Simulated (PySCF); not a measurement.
Species: copper monoxide, CuO (doublet state).
Geometry (PBE0-D3(BJ)/def2-SVP, Å), atoms numbered from 1 in this order:
```
atom  x, y, z in Å
O1     0.9011   -0.0770    0.0046
Cu2   -0.8514   -0.0107   -0.0268
```

Computed with PySCF, PBE0-D3(BJ)/def2-SVP geometry optimisation, gas phase.

Take the most abundant isotopes and a rigid rotor. 

Question: What are the moment of inertia and the rotational constant?

Answer: I = 39.237 u·Å², B = 505379 MHz·u·Å²/I = 12880 MHz (0.4296 cm⁻¹, or 0.618 K as hB/k). For two atoms I = μr² with μ = 12.7534 u and r = 1.7540 Å.

If the electronic state has orbital angular momentum about the axis (Π, Δ; not determined here), the simple ladder of levels BJ(J+1) doesn't apply.

No PBE0-D3(BJ)/def2-SVP frequencies stand behind this structure, so it isn't proved a minimum. ⟨S²⟩ = 0.771 (exact for a doublet: 0.75). These are rigid-rotor constants of the computed structure; measured ground-state constants (B0) also hold zero-point vibration.

Hardware: an AMD EPYC 9R45 with one thread, shared host with 96 logical CPUs at a one-minute load of 70. Cost: 6.2 s wall, 0.24 GiB resident at most. These figures are those of the optimisation.
